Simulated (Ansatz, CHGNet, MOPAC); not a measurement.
## Rock-salt KBr, lattice parameter a

Reference value: 6.541 Å (measured, low temperature, not corrected to a static lattice; as tabulated in Doll and Stoll (1998), arXiv:cond-mat/9801031).

| level (code) | value (Å) |
|---|---|
| PM6 semi-empirical Hartree-Fock (MOPAC) (MOPAC) | ? |
| CHGNet-r²SCAN (CHGNet) | 6.663 |
| PBE (Ansatz) | 6.705 |
| rVV10 (Ansatz) | 6.550 |
| r²SCAN (Ansatz) | 6.609 |

**Question.** Some entries are withheld; supply them.

**Answer.** 
- PM6 semi-empirical Hartree-Fock (MOPAC) (MOPAC), value (Å): 6.694

Differences against the reference: PM6 semi-empirical Hartree-Fock (MOPAC) +2.34 %, CHGNet-r²SCAN +1.87 %, PBE +2.51 %, rVV10 +0.14 %, r²SCAN +1.04 %.

Of these levels rVV10 (+0.14 %) comes nearest. PBE (+2.51 %) misses by most. Of these only rVV10 lands within 0.5 %.

The reference has no zero-point or thermal correction, while the calculations are for a static lattice, so the differences are not the levels' errors alone. A static lattice is as a rule a little smaller than the measured one.  PM6 semi-empirical Hartree-Fock (MOPAC): the method was fitted mainly to molecules. PM6 semi-empirical Hartree-Fock (MOPAC): the run uses a supercell at the zone centre in place of a k mesh. Cutoffs and k meshes differ between the levels. Ansatz's density-functional and Hartree–Fock values are scalar-relativistic unless marked +SOC, with PAW data made under PBE.

Machine-learned potentials (CHGNet-r²SCAN) are trained on DFT data, which may include these solids.

Differences are worked out from the printed values.

Ansatz is a program for electronic structure.
